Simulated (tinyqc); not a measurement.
ROHF in the sto-3g basis, for H2O+, spin multiplicity 2, step by step. One step of it, computed by the program tinyqc.

Task: Iteration 2: diagonalisation and new density. Diagonalise F' = X^T F X, C = X C', fill 5 alpha and 4 beta electrons from the bottom; D(s) = C_occ C_occ^T. Each column has its largest component positive (the first on a tie).

extrapolated F (hartree):
```
             1O 1s      1O 2s     1O 2px     1O 2py     1O 2pz      2H 1s      3H 1s
1O 1s   -20.989340  -5.329646   0.000000   0.000000  -0.023221  -1.103700  -1.103700
1O 2s    -5.329646  -3.007732   0.000000   0.000000  -0.125483  -1.170479  -1.170479
1O 2px    0.000000   0.000000  -0.650118   0.000000   0.000000   0.000000   0.000000
1O 2py    0.000000   0.000000   0.000000  -0.972759   0.000000  -0.573637   0.573637
1O 2pz   -0.023221  -0.125483   0.000000   0.000000  -0.963918  -0.412150  -0.412150
2H 1s    -1.103700  -1.170479   0.000000  -0.573637  -0.412150  -0.904868  -0.378564
3H 1s    -1.103700  -1.170479   0.000000   0.573637  -0.412150  -0.378564  -0.904868
```

X:
```
            1O 1s      1O 2s    1O 2px     1O 2py     1O 2pz      2H 1s      3H 1s
1O 1s    1.024048  -0.141342  0.000000   0.000000  -0.008148   0.021378   0.021378
1O 2s   -0.141342   1.215700  0.000000   0.000000   0.085009  -0.272824  -0.272824
1O 2px   0.000000   0.000000  1.000000   0.000000   0.000000   0.000000   0.000000
1O 2py   0.000000   0.000000  0.000000   1.112399   0.000000  -0.224000   0.224000
1O 2pz  -0.008148   0.085009  0.000000   0.000000   1.037295  -0.120105  -0.120105
2H 1s    0.021378  -0.272824  0.000000  -0.224000  -0.120105   1.178001  -0.067594
3H 1s    0.021378  -0.272824  0.000000   0.224000  -0.120105  -0.067594   1.178001
```

Give: F' = X^T F X; orbital energies; coefficients C; D(alpha) after iteration 2; D(beta) after iteration 2.

Result:

F' = X^T F X (hartree):
```
          1        2        3        4        5        6        7
1  -20.6116  -2.7014   0.0000   0.0000  -0.0415  -0.1541  -0.1541
2   -2.7014  -1.8355   0.0000   0.0000   0.0524  -0.4977  -0.4977
3    0.0000   0.0000  -0.6501   0.0000   0.0000   0.0000   0.0000
4    0.0000   0.0000   0.0000  -0.6848   0.0000  -0.4632   0.4632
5   -0.0415   0.0524   0.0000   0.0000  -0.8628  -0.2788  -0.2788
6   -0.1541  -0.4977   0.0000  -0.4632  -0.2788  -0.3548  -0.0808
7   -0.1541  -0.4977   0.0000   0.4632  -0.2788  -0.0808  -0.3548
```

orbital energies (hartree): MO1 -20.9974, MO2 -1.8005, MO3 -1.1658, MO4 -1.0028, MO5 -0.6501, MO6 0.0552, MO7 0.2071

coefficients C:
```
            MO1      MO2      MO3      MO4     MO5      MO6      MO7
1O 1s    0.9945  -0.2421   0.0000   0.0794  0.0000  -0.1256   0.0000
1O 2s    0.0247   0.9009   0.0000  -0.3954  0.0000   0.8279   0.0000
1O 2px   0.0000   0.0000   0.0000   0.0000  1.0000   0.0000   0.0000
1O 2py   0.0000   0.0000   0.7091   0.0000  0.0000   0.0000   0.9138
1O 2pz   0.0033   0.1424   0.0000   0.8732  0.0000   0.5738   0.0000
2H 1s   -0.0053   0.1102   0.3408   0.1924  0.0000  -0.8103  -0.8425
3H 1s   -0.0053   0.1102  -0.3408   0.1924  0.0000  -0.8103   0.8425
```

D(alpha) after iteration 2:
```
          1O 1s    1O 2s  1O 2px   1O 2py   1O 2pz    2H 1s    3H 1s
1O 1s    1.0539  -0.2249  0.0000   0.0000   0.0381  -0.0166  -0.0166
1O 2s   -0.2249   0.9685  0.0000   0.0000  -0.2169   0.0230   0.0230
1O 2px   0.0000   0.0000  1.0000   0.0000   0.0000   0.0000   0.0000
1O 2py   0.0000   0.0000  0.0000   0.5028   0.0000   0.2417  -0.2417
1O 2pz   0.0381  -0.2169  0.0000   0.0000   0.7828   0.1837   0.1837
2H 1s   -0.0166   0.0230  0.0000   0.2417   0.1837   0.1653  -0.0670
3H 1s   -0.0166   0.0230  0.0000  -0.2417   0.1837  -0.0670   0.1653
```

D(beta) after iteration 2:
```
          1O 1s    1O 2s  1O 2px   1O 2py   1O 2pz    2H 1s    3H 1s
1O 1s    1.0539  -0.2249  0.0000   0.0000   0.0381  -0.0166  -0.0166
1O 2s   -0.2249   0.9685  0.0000   0.0000  -0.2169   0.0230   0.0230
1O 2px   0.0000   0.0000  0.0000   0.0000   0.0000   0.0000   0.0000
1O 2py   0.0000   0.0000  0.0000   0.5028   0.0000   0.2417  -0.2417
1O 2pz   0.0381  -0.2169  0.0000   0.0000   0.7828   0.1837   0.1837
2H 1s   -0.0166   0.0230  0.0000   0.2417   0.1837   0.1653  -0.0670
3H 1s   -0.0166   0.0230  0.0000  -0.2417   0.1837  -0.0670   0.1653
```
